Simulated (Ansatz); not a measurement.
## Scan of [Br···H···O], triplet

Starting geometry:

```xyz
3

Br    0.0000    0.0000   -1.3929
H     0.0000    0.0000    0.0277
O     0.0000    0.0000    1.3651
```

From there H2 is moved from one fragment to the other while all else, the fragments' distance too, stays fixed; atoms are numbered as listed. Energies are in kcal/mol, counted from the starting geometry at the same level.

Basis cc-pVTZ; Ansatz 0.2.0. Only valence electrons are correlated (noble-gas cores and the filled d shells of p-block atoms frozen). R marks a restricted (for open shells ROHF) determinant, U an unrestricted one. No spin–orbit coupling is included, and no scalar relativity.

Full CI isn't at hand for all of this; UCCSDT(Q) serves as the reference, and is uncertain by about the last step of the cluster series.

```tsv
distance Br1-H2 (Å)	UMP2
1.421	0.0
1.470	0.0
1.569	-1.3
1.669	-7.5
1.768	-12.7
```

Q: Estimate the UCCSDT(Q) curve in cc-pVTZ from this one, knowing how UMP2 errs.

A: The computed UCCSDT(Q) values, in kcal/mol from the starting point, and the error of UMP2 against them:
```
distance Br1-H2 (Å)  UCCSDT(Q)  UMP2 less UCCSDT(Q)
              1.421        0.0                  0.0
              1.470       -0.8                  0.8
              1.569       -2.9                  1.7
              1.669       -7.1                 -0.3
              1.768      -10.7                 -2.0
```

The error spans 3.7 kcal/mol and is largest, -2.0 kcal/mol, at 1.768 Å.
